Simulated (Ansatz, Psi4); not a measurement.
Species: N-dimethylboranylmethanamine, C₃H₁₀BN, net charge 0, singlet state. SMILES: N(B(C)C)C
Structure (B3LYP-D3(BJ)/def2-TZVP (Ansatz, an electronic-structure program) minimum search):
```xyz
15

C      1.6089    -1.1548     0.5939
N      0.9805    -0.0611    -0.1237
B     -0.3732     0.2964    -0.1719
C     -0.7904     1.5639    -1.0203
C     -1.4710    -0.5258     0.6212
H      2.3315    -0.7888     1.3293
H      2.1331    -1.8334    -0.0854
H      0.8543    -1.7287     1.1266
H      1.6365     0.5092    -0.6359
H     -1.3487     2.2761    -0.4037
H      0.0481     2.1013    -1.4718
H     -1.4723     1.2752    -1.8273
H     -1.3024    -1.6054     0.6248
H     -2.4740    -0.3484     0.2282
H     -1.4885    -0.2108     1.6713
```
Charge 0, spin multiplicity 1.

B3LYP/6-311+G** beside other levels, property by property. Terms: atomisation electronic, to ground-state atoms; spin-orbit terms left out; non-relativistic; frozen cores in correlated levels; six Cartesian d functions in 6-31G* and its kin unless marked 5d; dispersion terms only where a functional's name holds one; 6-311+G** with 5d; open shells spin-unrestricted. CBS marks a two-point X^-3 extrapolation of the correlation energy; Hartree-Fock from the larger set. First-principles rows: single points at B3LYP-D3(BJ) geometries (Ansatz), with unscaled harmonic terms from B3LYP/6-31G* (Ansatz) at its own minima, enthalpies of formation by atomisation with measured atoms.

Coupled cluster (Ansatz) is a level with limits of its own, used here on species with T1 under 0.025 (0.045 for open shells) and stable references: CCSD(T)/CBS(cc-pVTZ,cc-pVQZ).

```json
[
 {"property": "enthalpy of formation at 298 K (kcal/mol)", "B3LYP/6-311+G** (Ansatz)": "-36.0", "B3LYP/STO-3G (Ansatz)": "-319.2", "wB97X-D/6-31G* (Psi4)": "-47.2", "wB97X-V/def2-TZVPD (Ansatz)": "-46.9", "to compare with": "-41.9 coupled cluster"},
 {"property": "B-C bond dissociation enthalpy at 298 K, to C[B]NC + [CH3] (CH3) (kcal/mol)", "B3LYP/6-311+G** (Ansatz)": "95.0", "B3LYP/STO-3G (Ansatz)": "131.6", "wB97X-D/6-31G* (Psi4)": "105.4", "wB97X-V/def2-TZVPD (Ansatz)": "103.8", "to compare with": "102.4 coupled cluster"},
 {"property": "C-H bond dissociation enthalpy at 298 K, to [CH2]NB(C)C + H atom (kcal/mol)", "B3LYP/6-311+G** (Ansatz)": "89.0", "B3LYP/STO-3G (Ansatz)": "119.8", "wB97X-D/6-31G* (Psi4)": "92.3", "wB97X-V/def2-TZVPD (Ansatz)": "91.1", "to compare with": "92.8 coupled cluster"},
 {"property": "atomisation energy (kcal/mol)", "B3LYP/6-311+G** (Ansatz)": "1388.2", "B3LYP/STO-3G (Ansatz)": "1671.5", "wB97X-D/6-31G* (Psi4)": "1399.5", "wB97X-V/def2-TZVPD (Ansatz)": "1399.1", "to compare with": "1394.2 coupled cluster"},
 {"property": "proton affinity at N (heteroatom site), enthalpy at 298 K, to C[NH2+]B(C)C (kcal/mol)", "B3LYP/6-311+G** (Ansatz)": "205.1", "B3LYP/STO-3G (Ansatz)": "241.1", "wB97X-D/6-31G* (Psi4)": "210.2", "wB97X-V/def2-TZVPD (Ansatz)": "206.4", "to compare with": "204.9 coupled cluster"}
]
```

As the rows show:
- enthalpy of formation at 298 K: B3LYP/6-311+G** lies 5.9 kcal/mol above coupled cluster.
- B-C bond dissociation enthalpy at 298 K, to C[B]NC + [CH3] (CH3): B3LYP/6-311+G** lies 7.4 kcal/mol below coupled cluster.
- C-H bond dissociation enthalpy at 298 K, to [CH2]NB(C)C + H atom: B3LYP/6-311+G** lies 3.8 kcal/mol below coupled cluster.
- atomisation energy: B3LYP/6-311+G** lies 6.0 kcal/mol below coupled cluster.
- proton affinity at N (heteroatom site), enthalpy at 298 K, to C[NH2+]B(C)C: B3LYP/6-311+G** lies 0.2 kcal/mol above coupled cluster.

The properties are those with a value to compare with, at most eight drawn at random. No case is left out for the size of its miss. Left out are saddle points of the reference geometry, anions that the best level run finds unbound, excited spin states, species near biochemistry, 298 K rows of species without real B3LYP wavenumbers, cases with under five habitual levels, runs that failed or that the program found above a lower state of the same kind, table entries that another table contradicts, and a share of species set aside by lot.
